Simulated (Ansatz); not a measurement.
C3H5FO can be A, `FCC1CO1`, or B, `C/C=C(\O)F`.

Isolated molecules relaxed with PBE0-D4/def2-TZVP in Ansatz; ΔE leaves out vibrations. CBS: MP2 limit from def2 TZ/QZ plus the TZ coupled-cluster correction, frozen cores. DFT in def2-TZVPP. B3LYP here is the variant with VWN-RPA as its local correlation; programs differ in this. Each species was taken in one conformer, which may not be the lowest.

Task: Which is lower in electronic energy at CCSD(T)/CBS, and by how much? (An estimate is asked.)

Result: Ansatz gave: B, by 88.5 kJ/mol.

Task: Give E(B) − E(A) in kJ/mol with PBE-D4, CCSD/def2-TZVPP, PBE0-D4, B3LYP-D4, CCSD(T)/def2-SVP, CCSD(T)/def2-TZVPP, BLYP-D4. (Best estimate.)

Result: The calculation gave: PBE-D4 -89.6, CCSD/def2-TZVPP -85.8, PBE0-D4 -87.2, B3LYP-D4 -96.6, CCSD(T)/def2-SVP -93.6, CCSD(T)/def2-TZVPP -86.8, BLYP-D4 -98.7. None reverses the order clearly.

Task: Does the order hold for the free energy at 298.15 K (harmonic terms from PBE0-D4)? (An estimate is asked.)

Result: The calculation gave: Yes: G(B) − G(A) = -95.7 kJ/mol, for one conformer each.

Largest T1 diagnostic: 0.011.

Leaving LDA and LC-ωPBE aside and taking each functional with its dispersion term where it has one, the values, not all of them listed here, spread over 20.7 kJ/mol, from BLYP-D4 to ωB97X-V. LDA lies −9.3 kJ/mol from PBE without D4. At CCSD(T), def2-SVP lies −5.0 kJ/mol from the extrapolated value and def2-TZVPP +1.8 kJ/mol.
